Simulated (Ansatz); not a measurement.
# CH6OSi: geometry at several levels

Wanted for CH6OSi: geometry at several levels.

Computed with Ansatz 0.2.0 (the levels named in each step, unless a step's input says otherwise).

## 1. The structure to begin with

Bond lengths: C1–O2 1.393 Å, O2–Si3 1.621 Å, C1–H4 1.091 Å, C1–H5 1.091 Å, C1–H6 1.096 Å, Si3–H7 1.469 Å, Si3–H8 1.452 Å, Si3–H9 1.465 Å. Angles: C1–O2–Si3 129.3°, O2–C1–H4 111.1°, O2–C1–H5 108.1°, O2–C1–H6 110.9°, H4–C1–H5 109.1°, H4–C1–H6 108.5°, H5–C1–H6 109.1°, O2–Si3–H7 111.1°, O2–Si3–H8 99.0°, O2–Si3–H9 111.5°, H7–Si3–H8 113.9°, H7–Si3–H9 107.4°, H8–Si3–H9 113.8°.

As a file:

```xyz
9

C     1.6632    0.1672    0.2660
O     0.4471    0.2845   -0.4025
Si   -1.0270   -0.2124    0.0517
H     1.9164   -0.8799    0.4384
H     2.4364    0.6241   -0.3538
H     1.6294    0.6808    1.2331
H    -1.0573   -1.6675    0.2517
H    -1.7835    0.2389   -1.1030
H    -1.4398    0.4125    1.3109
```

## 2. A rough first relaxation, PBE-D4/def2-SVP

This run stands in another session on the same molecule. It ended at:

```xyz
9

C     1.6685    0.1682    0.2689
O     0.4956    0.3452   -0.4998
Si   -1.0097   -0.1930    0.0169
H     1.8970   -0.9084    0.4521
H     2.5242    0.6068   -0.2845
H     1.6069    0.6770    1.2599
H    -1.0140   -1.6886    0.2242
H    -1.9770    0.1805   -1.0637
H    -1.4067    0.4605    1.3187
```

## 3. Relaxation, HF/STO-3G

input.yaml

```yaml
crystal:
  periodic: [false, false, false]
  atoms:
    - { symbol: C, position_ang: [1.66848546, 0.16820564, 0.26887681] }
    - { symbol: O, position_ang: [0.49559511, 0.34523608, -0.49983563] }
    - { symbol: Si, position_ang: [-1.00966295, -0.19303821, 0.01686628] }
    - { symbol: H, position_ang: [1.8970417, -0.90837057, 0.45214742] }
    - { symbol: H, position_ang: [2.52418152, 0.60676852, -0.28454442] }
    - { symbol: H, position_ang: [1.60693224, 0.67702224, 1.25991749] }
    - { symbol: H, position_ang: [-1.01395709, -1.68857112, 0.22422599] }
    - { symbol: H, position_ang: [-1.97698779, 0.18051208, -1.06372962] }
    - { symbol: H, position_ang: [-1.4066982, 0.46049534, 1.31874568] }
basis:
  gaussian: { orbitals: STO-3G }
hamiltonian:
  xc: hf
relax:
  f_tol: 0.002
  max_steps: 150
```

The run is started by

```bash
$ ansatz run input.yaml --threads 2 --pin off --max-ram 5120MiB --backend cpu --events-out ev --progress --plain --runs-dir out
```

The program printed, cut to the lines that bear on the results:

```text
Warning: RAYON_NUM_THREADS=2 ignored (pool sized by the plan → 2); use --threads N
[...]
Functional definition: HF
[...]
350 factors; integrals over basis functions are off by at most 8.1e-6 eV
[...]
mean field -10893.83816039 eV, -400.3411682857 hartree, gradient 5.0e-5 eV, S^2 0.000000; 0 other end points of the search recorded, 0 dependent functions left out
[...]
reference -10893.83816039 eV, -400.3411682857 hartree; 17, 17 occupied and 8, 8 virtual orbitals, 350 factors
relax step   1: F+E_penalty+E_count = -10893.83816039 eV  Δ(F+E_penalty+E_count) = +0.000e0 eV  max|allowed force component| = 2.131e0 eV/Å  Δτ_max = 0.0000 Å  (26 SCF iters, accepted)
[...]
relax step   5: F+E_penalty+E_count = -10894.19405778 eV  Δ(F+E_penalty+E_count) = -4.890e-4 eV  max|allowed force component| = 6.703e-2 eV/Å  Δτ_max = 0.0048 Å  (24 SCF iters, accepted)
[...]
relax step   6: F+E_penalty+E_count = -10894.19412506 eV  Δ(F+E_penalty+E_count) = -6.728e-5 eV  max|allowed force component| = 1.785e-3 eV/Å  Δτ_max = 0.0019 Å  (25 SCF iters, accepted)
350 factors; integrals over basis functions are off by at most 1.0e-5 eV
mean field -10894.19412506 eV, -400.3542497460 hartree, gradient 2.1e-5 eV, S^2 0.000000; 1 other end points of the search recorded, 0 dependent functions left out
[...]
reference -10894.19412506 eV, -400.3542497460 hartree; 17, 17 occupied and 8, 8 virtual orbitals, 350 factors
Total energy: -10894.19412506 eV, -400.3542497460 hartree
Atom 0 at     1.608678     0.158870     0.265788 Å, force    -0.001728    -0.001225     0.001785 eV/Å
Atom 1 at     0.495766     0.392503    -0.592343 Å, force     0.001126    -0.000370     0.001140 eV/Å
Atom 2 at    -0.970467    -0.184911     0.014973 Å, force     0.000565     0.000608    -0.000995 eV/Å
Atom 3 at     1.789230    -0.906971     0.450786 Å, force    -0.000010     0.000281    -0.000871 eV/Å
Atom 4 at     2.504822     0.565301    -0.210447 Å, force    -0.000870     0.000235    -0.000760 eV/Å
Atom 5 at     1.505092     0.647087     1.242392 Å, force    -0.000046     0.000531    -0.000762 eV/Å
Atom 6 at    -0.906706    -1.593092     0.219189 Å, force     0.000247    -0.000101    -0.000124 eV/Å
Atom 7 at    -1.962640     0.127089    -0.953667 Å, force     0.000531    -0.000180     0.000549 eV/Å
Atom 8 at    -1.278843     0.442385     1.256000 Å, force     0.000184     0.000222     0.000039 eV/Å
Dipole moment:    -0.065815    -0.119730     0.211433 e Å
```

Wall time 2 s (2 threads of Intel Xeon Platinum 8488C (Sapphire Rapids), shared host); peak memory 0.12 GiB.

The steps of the relaxation:

```csv
step,energy from step 1 (eV),largest force component (eV/Å)
1,0.0000,2.1315
2,-0.3310,0.3540
3,-0.3496,0.2667
4,-0.3554,0.1717
5,-0.3559,0.0670
6,-0.3560,0.0018
```

Step 1 is the start.

Before: Bond lengths: C1–O2 1.413 Å, O2–Si3 1.680 Å, C1–H4 1.116 Å, C1–H5 1.109 Å, C1–H6 1.116 Å, Si3–H7 1.510 Å, Si3–H8 1.498 Å, Si3–H9 1.510 Å. Angles: C1–O2–Si3 122.4°, O2–C1–H4 112.3°, O2–C1–H5 108.6°, O2–C1–H6 112.3°, H4–C1–H5 107.8°, H4–C1–H6 107.8°, H5–C1–H6 107.8°, O2–Si3–H7 111.2°, O2–Si3–H8 106.1°, O2–Si3–H9 111.2°, H7–Si3–H8 110.1°, H7–Si3–H9 108.0°, H8–Si3–H9 110.1°.

After: Bond lengths: C1–O2 1.425 Å, O2–Si3 1.689 Å, C1–H4 1.097 Å, C1–H5 1.093 Å, C1–H6 1.097 Å, Si3–H7 1.424 Å, Si3–H8 1.421 Å, Si3–H9 1.424 Å. Angles: C1–O2–Si3 113.9°, O2–C1–H4 112.9°, O2–C1–H5 108.5°, O2–C1–H6 112.9°, H4–C1–H5 107.4°, H4–C1–H6 107.3°, H5–C1–H6 107.4°, O2–Si3–H7 110.5°, O2–Si3–H8 106.6°, O2–Si3–H9 110.5°, H7–Si3–H8 110.2°, H7–Si3–H9 108.7°, H8–Si3–H9 110.2°.

## 4. Relaxation, HF/6-31G*

input.yaml: that of step 3 with these lines changed.

```diff
@@ -13,3 +13,3 @@
 basis:
-  gaussian: { orbitals: STO-3G }
+  gaussian: { orbitals: "6-31G*" }
 hamiltonian:
```

The run is started by

```bash
$ ansatz run input.yaml --threads 2 --pin off --max-ram 5120MiB --backend cpu --events-out ev --progress --plain --runs-dir out
```

The program printed, cut to the lines that bear on the results:

```text
Warning: RAYON_NUM_THREADS=2 ignored (pool sized by the plan → 2); use --threads N
[...]
[... 1 set-up line as earlier in the session ...]
[...]
683 factors; integrals over basis functions are off by at most 6.2e-4 eV
[...]
mean field -11024.71720661 eV, -405.1508845212 hartree, gradient 1.9e-5 eV, S^2 0.000000; 0 other end points of the search recorded, 0 dependent functions left out
[...]
reference -11024.71720661 eV, -405.1508845212 hartree; 17, 17 occupied and 44, 44 virtual orbitals, 683 factors
relax step   1: F+E_penalty+E_count = -11024.71720661 eV  Δ(F+E_penalty+E_count) = +0.000e0 eV  max|allowed force component| = 9.191e-1 eV/Å  Δτ_max = 0.0000 Å  (30 SCF iters, accepted)
[...]
relax step   6: F+E_penalty+E_count = -11024.82493586 eV  Δ(F+E_penalty+E_count) = -5.095e-5 eV  max|allowed force component| = 1.170e-2 eV/Å  Δτ_max = 0.0019 Å  (23 SCF iters, accepted)
[...]
Total energy: -11024.82493979 eV, -405.1548436425 hartree
Atom 0 at     1.667421     0.163808     0.277158 Å, force    -0.001669    -0.000293    -0.000047 eV/Å
Atom 1 at     0.488043     0.324071    -0.460839 Å, force     0.000913     0.000003     0.000351 eV/Å
Atom 2 at    -0.995137    -0.189041     0.014233 Å, force     0.000270     0.000023     0.000047 eV/Å
Atom 3 at     1.886702    -0.886447     0.447220 Å, force     0.000185    -0.000139     0.000140 eV/Å
Atom 4 at     2.481263     0.599462    -0.285851 Å, force     0.000074     0.000264    -0.000505 eV/Å
Atom 5 at     1.602758     0.666143     1.238157 Å, force     0.000154     0.000026     0.000219 eV/Å
Atom 6 at    -1.007113    -1.653477     0.217681 Å, force     0.000118     0.000066    -0.000055 eV/Å
Atom 7 at    -1.947690     0.175471    -1.043286 Å, force    -0.000162     0.000012    -0.000083 eV/Å
Atom 8 at    -1.391317     0.448270     1.288197 Å, force     0.000117     0.000037    -0.000067 eV/Å
Dipole moment:     0.136926    -0.085667     0.217349 e Å
```

Run time: 4.2 s. Hardware: 2 threads of Intel Xeon Platinum 8488C (Sapphire Rapids), shared host; peak memory 0.13 GiB.

Step by step:

```
step  energy from step 1 (eV)  largest force component (eV/Å)
   1                   0.0000                          0.9191
   2                  -0.0962                          0.5384
   3                  -0.1063                          0.1097
   4                  -0.1072                          0.1367
   5                  -0.1077                          0.0288
   6                  -0.1077                          0.0117
   7                  -0.1077                          0.0017
```

Step 1 is the start.

Before: Bond lengths: C1–O2 1.413 Å, O2–Si3 1.680 Å, C1–H4 1.116 Å, C1–H5 1.109 Å, C1–H6 1.116 Å, Si3–H7 1.510 Å, Si3–H8 1.498 Å, Si3–H9 1.510 Å. Angles: C1–O2–Si3 122.4°, O2–C1–H4 112.3°, O2–C1–H5 108.6°, O2–C1–H6 112.3°, H4–C1–H5 107.8°, H4–C1–H6 107.8°, H5–C1–H6 107.8°, O2–Si3–H7 111.2°, O2–Si3–H8 106.1°, O2–Si3–H9 111.2°, H7–Si3–H8 110.1°, H7–Si3–H9 108.0°, H8–Si3–H9 110.1°.

After: Bond lengths: C1–O2 1.400 Å, O2–Si3 1.640 Å, C1–H4 1.086 Å, C1–H5 1.081 Å, C1–H6 1.086 Å, Si3–H7 1.479 Å, Si3–H8 1.469 Å, Si3–H9 1.479 Å. Angles: C1–O2–Si3 125.0°, O2–C1–H4 111.3°, O2–C1–H5 108.3°, O2–C1–H6 111.3°, H4–C1–H5 108.6°, H4–C1–H6 108.7°, H5–C1–H6 108.6°, O2–Si3–H7 110.9°, O2–Si3–H8 107.5°, O2–Si3–H9 110.9°, H7–Si3–H8 109.8°, H7–Si3–H9 107.8°, H8–Si3–H9 109.8°.

## 5. Relaxation, LDA/def2-SVP

input.yaml: that of step 4 with these lines changed.

```diff
@@ -13,5 +13,5 @@
 basis:
-  gaussian: { orbitals: "6-31G*" }
+  gaussian: { orbitals: def2-SVP }
 hamiltonian:
-  xc: hf
+  xc: lda
 relax:
```

The run is started by

```bash
$ ansatz run input.yaml --threads 2 --pin off --max-ram 5120MiB --backend cpu --events-out ev --progress --plain --runs-dir out
```

The program printed, cut to the lines that bear on the results:

```text
Warning: RAYON_NUM_THREADS=2 ignored (pool sized by the plan → 2); use --threads N
[...]
Functional definition: SPW92
[...]
845 factors; their error is unknown
[...]
mean field -10997.23293654 eV, -404.1408562255 hartree, gradient 2.5e-5 eV, S^2 0.000000; 0 other end points of the search recorded, 0 dependent functions left out
[...]
reference -10997.23296798 eV, -404.1408573811 hartree; 17, 17 occupied and 59, 59 virtual orbitals, 845 factors
relax step   1: F+E_penalty+E_count = -10997.23293654 eV  Δ(F+E_penalty+E_count) = +0.000e0 eV  max|allowed force component| = 6.503e-1 eV/Å  Δτ_max = 0.0000 Å  (25 SCF iters, accepted)
[...]
relax step   5: F+E_penalty+E_count = -10997.24726139 eV  Δ(F+E_penalty+E_count) = -4.436e-6 eV  max|allowed force component| = 2.925e-3 eV/Å  Δτ_max = 0.0013 Å  (18 SCF iters, accepted)
[...]
Total energy: -10997.24729442 eV, -404.1413838679 hartree
Atom 0 at     1.642987     0.166954     0.262212 Å, force     0.000783     0.000300    -0.000324 eV/Å
Atom 1 at     0.494725     0.347357    -0.504152 Å, force    -0.000130    -0.000239     0.000441 eV/Å
Atom 2 at    -0.990966    -0.187736     0.013166 Å, force     0.000158     0.000026     0.000021 eV/Å
Atom 3 at     1.867447    -0.913255     0.450347 Å, force    -0.000291    -0.000029     0.000147 eV/Å
Atom 4 at     2.515486     0.599956    -0.274536 Å, force    -0.000257    -0.000001    -0.000103 eV/Å
Atom 5 at     1.577363     0.672899     1.258376 Å, force    -0.000267    -0.000174     0.000066 eV/Å
Atom 6 at    -0.978061    -1.684811     0.224851 Å, force     0.000023     0.000246    -0.000043 eV/Å
Atom 7 at    -1.972455     0.178921    -1.058955 Å, force    -0.000102    -0.000027     0.000014 eV/Å
Atom 8 at    -1.371595     0.467976     1.321362 Å, force     0.000084    -0.000102    -0.000220 eV/Å
Dipole moment:     0.109090    -0.067854     0.172382 e Å
```

It took 3.8 s on 2 threads of Intel Xeon Platinum 8488C (Sapphire Rapids), shared host; peak memory 0.15 GiB.

Step by step:

```
step  energy from step 1 (eV)  largest force component (eV/Å)
   1                   0.0000                          0.6503
   2                  -0.0106                          0.3337
   3                  -0.0143                          0.0232
   4                  -0.0143                          0.0092
   5                  -0.0143                          0.0029
   6                  -0.0143                          0.0008
```

Step 1 is the start.

Before: Bond lengths: C1–O2 1.413 Å, O2–Si3 1.680 Å, C1–H4 1.116 Å, C1–H5 1.109 Å, C1–H6 1.116 Å, Si3–H7 1.510 Å, Si3–H8 1.498 Å, Si3–H9 1.510 Å. Angles: C1–O2–Si3 122.4°, O2–C1–H4 112.3°, O2–C1–H5 108.6°, O2–C1–H6 112.3°, H4–C1–H5 107.8°, H4–C1–H6 107.8°, H5–C1–H6 107.8°, O2–Si3–H7 111.2°, O2–Si3–H8 106.1°, O2–Si3–H9 111.2°, H7–Si3–H8 110.1°, H7–Si3–H9 108.0°, H8–Si3–H9 110.1°.

After: Bond lengths: C1–O2 1.392 Å, O2–Si3 1.662 Å, C1–H4 1.119 Å, C1–H5 1.112 Å, C1–H6 1.119 Å, Si3–H7 1.512 Å, Si3–H8 1.499 Å, Si3–H9 1.512 Å. Angles: C1–O2–Si3 121.6°, O2–C1–H4 112.5°, O2–C1–H5 109.3°, O2–C1–H6 112.5°, H4–C1–H5 107.4°, H4–C1–H6 107.4°, H5–C1–H6 107.4°, O2–Si3–H7 110.8°, O2–Si3–H8 106.5°, O2–Si3–H9 110.8°, H7–Si3–H8 110.4°, H7–Si3–H9 108.1°, H8–Si3–H9 110.4°.

## 6. Relaxation, PBE-D4/def2-SVP

input.yaml: that of step 5 with these lines changed.

```diff
@@ -15,3 +15,4 @@
 hamiltonian:
-  xc: lda
+  xc: pbe
+  dispersion: d4
 relax:
```

The run is started by

```bash
$ ansatz run input.yaml --threads 2 --pin off --max-ram 5120MiB --backend cpu --events-out ev --progress --plain --runs-dir out
```

The program printed, cut to the lines that bear on the results:

```text
Warning: RAYON_NUM_THREADS=2 ignored (pool sized by the plan → 2); use --threads N
[...]
Functional definition: PBE
[...]
845 factors; their error is unknown
[...]
mean field -11046.79291264 eV, -405.9621517544 hartree, gradient 2.6e-5 eV, S^2 0.000000; 0 other end points of the search recorded, 0 dependent functions left out
[...]
reference -11046.79294598 eV, -405.9621529797 hartree; 17, 17 occupied and 59, 59 virtual orbitals, 845 factors
relax step   1: F+E_penalty+E_count = -11046.92246496 eV  Δ(F+E_penalty+E_count) = +0.000e0 eV  max|allowed force component| = 3.770e-3 eV/Å  Δτ_max = 0.0000 Å  (24 SCF iters, accepted)
[...]
relax step   2: F+E_penalty+E_count = -11046.92246646 eV  Δ(F+E_penalty+E_count) = -1.493e-6 eV  max|allowed force component| = 7.751e-4 eV/Å  Δτ_max = 0.0004 Å  (17 SCF iters, accepted)
845 factors; their error is unknown
[...]
Total energy: -11046.92249980 eV, -405.9669139946 hartree
Atom 0 at     1.668484     0.168222     0.268850 Å, force    -0.000678     0.000124    -0.000492 eV/Å
Atom 1 at     0.495618     0.345244    -0.499827 Å, force    -0.000254    -0.000365     0.000668 eV/Å
Atom 2 at    -1.009651    -0.193011     0.016812 Å, force     0.000775     0.000314    -0.000337 eV/Å
Atom 3 at     1.896878    -0.908402     0.452238 Å, force    -0.000011    -0.000433     0.000300 eV/Å
Atom 4 at     2.524126     0.606867    -0.284790 Å, force     0.000501     0.000450    -0.000736 eV/Å
Atom 5 at     1.606796     0.676940     1.259970 Å, force    -0.000088     0.000008     0.000505 eV/Å
Atom 6 at    -1.013913    -1.688561     0.224485 Å, force    -0.000087    -0.000465    -0.000096 eV/Å
Atom 7 at    -1.976781     0.180676    -1.063967 Å, force     0.000084     0.000071    -0.000115 eV/Å
Atom 8 at    -1.406628     0.460284     1.318900 Å, force    -0.000243     0.000296     0.000304 eV/Å
Dipole moment:     0.117144    -0.068618     0.176806 e Å
```

It took 3.1 s on 2 threads of Intel Xeon Platinum 8488C (Sapphire Rapids), shared host; peak memory 0.15 GiB.

Step by step:

| step | energy from step 1 (eV) | largest force component (eV/Å) |
| --- | --- | --- |
| 1 | 0.0000 | 0.0038 |
| 2 | 0.0000 | 0.0008 |

Step 1 is the start.

Before: Bond lengths: C1–O2 1.413 Å, O2–Si3 1.680 Å, C1–H4 1.116 Å, C1–H5 1.109 Å, C1–H6 1.116 Å, Si3–H7 1.510 Å, Si3–H8 1.498 Å, Si3–H9 1.510 Å. Angles: C1–O2–Si3 122.4°, O2–C1–H4 112.3°, O2–C1–H5 108.6°, O2–C1–H6 112.3°, H4–C1–H5 107.8°, H4–C1–H6 107.8°, H5–C1–H6 107.8°, O2–Si3–H7 111.2°, O2–Si3–H8 106.1°, O2–Si3–H9 111.2°, H7–Si3–H8 110.1°, H7–Si3–H9 108.0°, H8–Si3–H9 110.1°.

After: Bond lengths: C1–O2 1.413 Å, O2–Si3 1.680 Å, C1–H4 1.116 Å, C1–H5 1.110 Å, C1–H6 1.116 Å, Si3–H7 1.510 Å, Si3–H8 1.498 Å, Si3–H9 1.510 Å. Angles: C1–O2–Si3 122.4°, O2–C1–H4 112.3°, O2–C1–H5 108.6°, O2–C1–H6 112.3°, H4–C1–H5 107.8°, H4–C1–H6 107.8°, H5–C1–H6 107.8°, O2–Si3–H7 111.2°, O2–Si3–H8 106.1°, O2–Si3–H9 111.2°, H7–Si3–H8 110.2°, H7–Si3–H9 108.0°, H8–Si3–H9 110.2°.

## 7. Relaxation, PBE0-D4/def2-TZVPP

This run stands in another session on the same molecule. It ended at:

```xyz
9

C     1.6526    0.1629    0.2737
O     0.4845    0.3395   -0.4924
Si   -0.9857   -0.1872    0.0140
H     1.8630   -0.8984    0.4471
H     2.4903    0.5953   -0.2744
H     1.5768    0.6660    1.2441
H    -0.9788   -1.6623    0.2243
H    -1.9518    0.1765   -1.0468
H    -1.3660    0.4560    1.3031
```

## 8. Relaxation, MP2/def2-TZVPP

input.yaml

```yaml
crystal:
  periodic: [false, false, false]
  atoms:
    - { symbol: C, position_ang: [1.65264247, 0.16288034, 0.27366275] }
    - { symbol: O, position_ang: [0.48451998, 0.33950073, -0.49241717] }
    - { symbol: Si, position_ang: [-0.98572507, -0.18720724, 0.01401611] }
    - { symbol: H, position_ang: [1.86295952, -0.89835194, 0.44708599] }
    - { symbol: H, position_ang: [2.4902872, 0.59531649, -0.27439651] }
    - { symbol: H, position_ang: [1.57681996, 0.66597933, 1.24405798] }
    - { symbol: H, position_ang: [-0.97880485, -1.66230109, 0.22426402] }
    - { symbol: H, position_ang: [-1.9517509, 0.17647758, -1.04675049] }
    - { symbol: H, position_ang: [-1.3660183, 0.4559658, 1.30314733] }
basis:
  gaussian: { orbitals: def2-TZVPP }
correlation:
  method: mp2
relax:
  f_tol: 0.002
  max_steps: 40
```

The run is started by

```bash
$ ansatz run input.yaml --threads 2 --pin off --max-ram 5120MiB --backend cpu --events-out ev --progress --plain --runs-dir out
```

The program printed, cut to the lines that bear on the results:

```text
Warning: RAYON_NUM_THREADS=2 ignored (pool sized by the plan → 2); use --threads N
[...]
[... 1 set-up line as earlier in the session ...]
[...]
1243 factors; integrals over basis functions are off by at most 2.7e-4 eV
[...]
mean field -11027.21534608 eV, -405.2426894533 hartree, gradient 4.6e-6 eV, S^2 0.000000; 0 other end points of the search recorded, 0 dependent functions left out
7 core orbitals not correlated: weight in the atoms' cores, before any rotation towards them, 1.000 or more for the frozen orbitals, at most 0.000 for the correlated occupied ones
reference -11027.21534608 eV, -405.2426894533 hartree; 10, 10 occupied and 171, 171 virtual orbitals, 1243 factors
second order -14.80015138 eV of doubles, -0.00000000 eV of singles
[...]
relax step   1: F+E_penalty+E_count = -11042.01549745 eV  Δ(F+E_penalty+E_count) = +0.000e0 eV  max|allowed force component| = 4.022e-1 eV/Å  Δτ_max = 0.0000 Å  (53 SCF iters, accepted)
[...]
Total energy: -11042.02267991 eV, -405.7868489350 hartree
Atom 0 at     1.651001     0.161287     0.276239 Å, force    -0.000808    -0.000700     0.001093 eV/Å
Atom 1 at     0.485994     0.350655    -0.513637 Å, force     0.000665     0.000315    -0.000392 eV/Å
Atom 2 at    -0.982383    -0.185537     0.011929 Å, force    -0.000585     0.000199    -0.000607 eV/Å
Atom 3 at     1.844671    -0.898986     0.446407 Å, force     0.000266     0.000174     0.000083 eV/Å
Atom 4 at     2.492881     0.588415    -0.260202 Å, force    -0.000526     0.000224    -0.000623 eV/Å
Atom 5 at     1.559346     0.661903     1.241446 Å, force     0.000318    -0.000088    -0.000044 eV/Å
Atom 6 at    -0.962336    -1.649531     0.224685 Å, force     0.000176    -0.000069     0.000125 eV/Å
Atom 7 at    -1.957453     0.166910    -1.029962 Å, force     0.000324    -0.000047     0.000210 eV/Å
Atom 8 at    -1.346791     0.453144     1.295766 Å, force     0.000170    -0.000009     0.000154 eV/Å
Dipole moment:     0.147461    -0.067362     0.185163 e Å
Checks for a lower state left out: cluster_reference
```

Wall time 44 s (2 threads of Intel Xeon Platinum 8488C (Sapphire Rapids), shared host); peak memory 0.57 GiB.

Step by step:

```
step  E - E(step 1) (eV)  largest force component (eV/Å)
   1              0.0000                          0.4022
   2             -0.0054                          0.1929
   3             -0.0067                          0.0552
   4             -0.0069                          0.0370
   5             -0.0072                          0.0263
   6             -0.0072                          0.0062
   7             -0.0072                          0.0011
```

Step 1 is the start.

Before: Bond lengths: C1–O2 1.408 Å, O2–Si3 1.642 Å, C1–H4 1.096 Å, C1–H5 1.090 Å, C1–H6 1.096 Å, Si3–H7 1.490 Å, Si3–H8 1.480 Å, Si3–H9 1.490 Å. Angles: C1–O2–Si3 122.3°, O2–C1–H4 111.5°, O2–C1–H5 108.3°, O2–C1–H6 111.5°, H4–C1–H5 108.4°, H4–C1–H6 108.5°, H5–C1–H6 108.4°, O2–Si3–H7 110.9°, O2–Si3–H8 106.5°, O2–Si3–H9 110.9°, H7–Si3–H8 110.3°, H7–Si3–H9 107.8°, H8–Si3–H9 110.3°.

After: Bond lengths: C1–O2 1.420 Å, O2–Si3 1.649 Å, C1–H4 1.091 Å, C1–H5 1.086 Å, C1–H6 1.091 Å, Si3–H7 1.480 Å, Si3–H8 1.470 Å, Si3–H9 1.480 Å. Angles: C1–O2–Si3 120.6°, O2–C1–H4 111.2°, O2–C1–H5 108.0°, O2–C1–H6 111.2°, H4–C1–H5 108.8°, H4–C1–H6 108.8°, H5–C1–H6 108.8°, O2–Si3–H7 110.8°, O2–Si3–H8 106.7°, O2–Si3–H9 110.8°, H7–Si3–H8 110.4°, H7–Si3–H9 107.8°, H8–Si3–H9 110.4°.

## 9. The levels compared

| level | C1–O2 (Å) | O2–Si3 (Å) | rotational constants (MHz) | dipole (D) | CPU time |
| --- | --- | --- | --- | --- | --- |
| HF/STO-3G | 1.4246 | 1.6888 | 30843, 5880.9, 5389.3 | 1.21 | 3.5 s |
| HF/6-31G* | 1.4004 | 1.6398 | 35341, 5575, 5261.4 | 1.30 | 7.5 s |
| LDA/def2-SVP | 1.3923 | 1.6617 | 32859, 5628.8, 5272.7 | 1.03 | 6.8 s |
| PBE-D4/def2-SVP | 1.4134 | 1.6800 | 32865, 5471.7, 5133.4 | 1.07 | 5.7 s |
| PBE0-D4/def2-TZVPP | 1.4080 | 1.6418 | 33722, 5659.8, 5306.2 | 1.10 | 39 s |
| MP2/def2-TZVPP | 1.4202 | 1.6492 | 33071, 5689.2, 5309.8 | 1.18 | 84 s |

Constants are for the commonest isotopes at the equilibrium geometry; times are CPU times of the relaxations.

## 10. Summary of results

| quantity | value |
| --- | --- |
| C1–O2 at MP2/def2-TZVPP | 1.420 Å |
| O2–Si3 at MP2/def2-TZVPP | 1.649 Å |

**Reading.** The C–O distance spreads over 0.032 Å, from LDA/def2-SVP (shortest) to HF/STO-3G.
